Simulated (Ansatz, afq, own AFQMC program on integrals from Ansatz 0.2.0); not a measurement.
Integrals from Ansatz 0.2.0, then the random walk in our own AFQMC program (afq).

```yaml
crystal:
  periodic: [false, false, false]
  atoms:
    - {symbol: Si, position_ang: [0.000000, 0.000000, 1.274311]}
    - {symbol: Al, position_ang: [0.000000, 0.000000, -1.178752]}
    - {symbol: H, position_ang: [0.000000, -1.380606, -1.976865]}
    - {symbol: H, position_ang: [0.000000, 1.380606, -1.976865]}
basis:
  gaussian: {orbitals: cc-pVDZ}
magnetization: {spin_polarized: false, initial_magnetization: 1}
correlation: {method: ccsd_t, electrons: outside_noble_gas, hamiltonian_folder: ham}
```

```sh
$ ansatz run in.yaml --threads 1 --pin off --events-out ev --progress --plain --max-ram 1382MiB
```

afq runs on the folder ham with

```
--method phaseless --trial cisd --walkers 60 --populations 1 --least-time 40 --time-step 0.005 --steps-per-block 50 --equilibration-blocks 28 --max-blocks 300 --target-error 0.00036 --factor-cut 1e-05 --start spin_pure --seed 78 --release-times 0.24,0.51,0.99,1.62,2.4 --release-step 0.03 --release-every 4 --taylor-order 6
```

Times are imaginary, in 1/Eh. The walk had a cap of 1011 s.

Output of the walk:

```
orbitals 36  electrons 5 4  factors 265 of 451
reference energy -531.92277880 Eh
CCSD correlation -0.16558568 Eh in 12 cycles, weight of the determinant in the CISD state 0.8697
energy of the start -532.088364 Eh
 block  time / (1/Eh)  mean weight  energy / Eh
     1     0.250  1.0000  -532.086047
     2     0.500  1.0006  -532.085789
     3     0.750  1.0007  -532.087178
     4     1.000  0.9994  -532.088426
     5     1.250  1.0006  -532.089305
     7     1.750  1.0013  -532.090254
     9     2.250  0.9991  -532.093434
    13     3.250  1.0001  -532.092402
    21     5.250  0.9999  -532.090257
    29     7.250  0.9995  -532.094268
    37     9.250  1.0005  -532.094372
    45    11.250  0.9999  -532.090959
    53    13.250  0.9996  -532.091927
    61    15.250  1.0004  -532.095106
    69    17.250  1.0004  -532.092898
    77    19.250  1.0015  -532.093020
    85    21.250  0.9999  -532.096305
    93    23.250  0.9994  -532.095067
   101    25.250  1.0010  -532.092653
   109    27.250  1.0024  -532.091275
   117    29.250  1.0001  -532.093707
   125    31.250  0.9996  -532.091199
   133    33.250  1.0012  -532.097319
   137    34.250  1.0006  -532.089563
   141    35.250  0.9994  -532.091129
   149    37.250  1.0005  -532.090774
   157    39.250  0.9999  -532.093190
   165    41.250  0.9980  -532.099052
   173    43.250  1.0009  -532.091148
   181    45.250  1.0001  -532.093034
   185    46.250  0.9999  -532.089661
blocks merged  error / Eh  count
     1  0.000167  160
     2  0.000212  80
     4  0.000249  40
     8  0.000283  20
    16  0.000337  10
released: time / (1/Eh)  energy / Eh  error  mean overlap
  0.24  -532.092934  0.000285  1.0108
  0.51  -532.093153  0.000261  1.0089
  0.99  -532.093929  0.000436  0.9949
  1.62  -532.093585  0.000335  1.0035
  2.40  -532.094111  0.000498  0.9844
energy -532.093127 +/- 0.000283 Eh
(rows thinned)
```

The run passed its tests (sampling time, drift between the halves within three errors, error under three times the target), which doesn't prove that it has relaxed. The second half of the sampling lies above the first by 1.9 errors of their difference, so the energy may still be moving and its error bar be too small.

Against this walk (error 7.7 meV) on the same determinant: CCSD(T) 13.4 meV higher (within the noise), CCSDT(Q) 26.6 meV lower. The error is statistical and leaves out the bias of the constraint. Released to 2.40 1/Eh the energy moves by -27 ± 16 meV (both errors), within twice the noise. CCSDT(Q) is the surest value here, so the walk's 27 meV above it is most likely the bias of the constraint with this trial, which can have either sign.

Cautions: constraint bias not in the error; higher spins were not checked; a spin-contaminated unrestricted determinant lies lower (UHF 210 meV lower, ⟨S²⟩ 1.26).

The walk took 2.2 min on 1 thread of Intel(R) Xeon(R) 6975P-C (Granite Rapids), on a shared host. The log's last line is the phaseless energy.

CCSDT and higher add their correlation energy to the determinant of the CCSD(T) run, since their own runs factorise the integrals more tightly (a shift of under 2 meV). A walk keeps the symmetry of its determinant, which the program's search chose and which needn't be the lowest solution, so a lower state of the same spin and another symmetry isn't excluded.
